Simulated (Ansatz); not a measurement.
The input, for Ansatz 0.2.0:

```yaml
crystal:
  periodic: [false, false, false]
  atoms:
    - {symbol: Al, position_ang: [0.000000, 0.651584, 2.580537]}
    - {symbol: Al, position_ang: [0.000000, -1.242085, 0.821113]}
    - {symbol: Ga, position_ang: [0.000000, 0.219542, -1.325862]}
    - {symbol: H, position_ang: [0.000000, 0.620606, 0.656125]}
basis:
  gaussian: {orbitals: "6-31G*"}
total_charge: 1
magnetization: {spin_polarized: true, initial_magnetization: 3}
correlation: {method: ccsd_t, electrons: outside_noble_gas}
```

```sh
$ ansatz run in.yaml --threads 1 --pin off --events-out ev --progress --plain --max-ram 2393MiB
```

Q: Roughly how long does this take on 1 thread of Arm Neoverse V1, shared host, and how much host memory?

A: 37 s wall and 0.25 GiB.

```
673 factors; integrals over basis functions are off by at most 7.4e-4 eV
mean field evaluation 1: about -65497.1221 eV, gradient 8.7e0 eV
mean field evaluation 2: about -65497.1511 eV, gradient 8.7e0 eV
mean field evaluation 4: about -65498.4022 eV, gradient 1.9e0 eV
mean field evaluation 8: about -65498.6053 eV, gradient 5.0e-1 eV
mean field evaluation 16: about -65498.7225 eV, gradient 1.4e-1 eV
mean field evaluation 32: about -65498.6764 eV, gradient 3.4e-1 eV
mean field evaluation 64: about -65498.6610 eV, gradient 1.1e0 eV
mean field evaluation 96: about -65498.5256 eV, gradient 1.5e0 eV
mean field evaluation 128: about -65498.6071 eV, gradient 7.1e-1 eV
mean field evaluation 160: about -65497.3872 eV, gradient 1.8e-1 eV
mean field evaluation 192: about -65497.5063 eV, gradient 1.3e-3 eV
mean field evaluation 224: about -65496.5673 eV, gradient 2.5e-1 eV
mean field evaluation 256: about -65496.8001 eV, gradient 1.3e0 eV
mean field evaluation 288: about -65496.0511 eV, gradient 1.9e0 eV
mean field evaluation 320: about -65497.3776 eV, gradient 5.7e-2 eV
mean field evaluation 352: about -65494.0851 eV, gradient 8.1e0 eV
mean field -65498.74495669 eV, -2407.0344805144 hartree, gradient 2.9e-6 eV, S^2 3.960678; 14 other end points of the search recorded, 0 dependent functions left out
determinant -65498.74495669 eV, -2407.0344805144 hartree, with singles and doubles -65502.57796135 eV, -2407.1753408377 hartree
determinant -65498.72386403 eV, -2407.0337053735 hartree, with singles and doubles -65502.75379524 eV, -2407.1818026137 hartree
determinant -65498.56318489 eV, -2407.0278005240 hartree, with singles and doubles -65502.72502089 eV, -2407.1807451760 hartree
determinant -65497.50626921 eV, -2406.9889595892 hartree, with singles and doubles -65501.30515475 eV, -2407.1285660578 hartree
determinant -65496.87146168 eV, -2406.9656308429 hartree, with singles and doubles -65501.21189390 eV, -2407.1251387846 hartree
determinant -65496.84360246 eV, -2406.9646070354 hartree, with singles and doubles -65500.85276612 eV, -2407.1119410823 hartree
determinant -65496.58559560 eV, -2406.9551254580 hartree, with singles and doubles -65500.81398890 eV, -2407.1105160457 hartree
determinant -65498.74495669 eV, -2407.0344805144 hartree, with singles and doubles -65502.65875842 eV, -2407.1783100751 hartree
determinant -65498.72386403 eV, -2407.0337053735 hartree, with singles and doubles -65502.76158909 eV, -2407.1820890327 hartree
determinant -65498.56318489 eV, -2407.0278005240 hartree, with singles and doubles -65502.74107064 eV, -2407.1813349935 hartree
24 core orbitals not correlated: weight in the atoms' cores, before any rotation towards them, 1.000 or more for the frozen orbitals, at most 0.000 for the correlated occupied ones
reference -65498.72386403 eV, -2407.0337053735 hartree; 6, 3 occupied and 45, 48 virtual orbitals, 673 factors
second order -2.92717667 eV of doubles, -0.00000000 eV of singles
cycle   1  -4.03772522 eV  change   -1.6e-7 eV  update   3.3e-6
perturbative correction -0.25374967 eV, -0.0093251285 hartree
Total energy: -65503.01533893 eV, -2407.1914141671 hartree
```
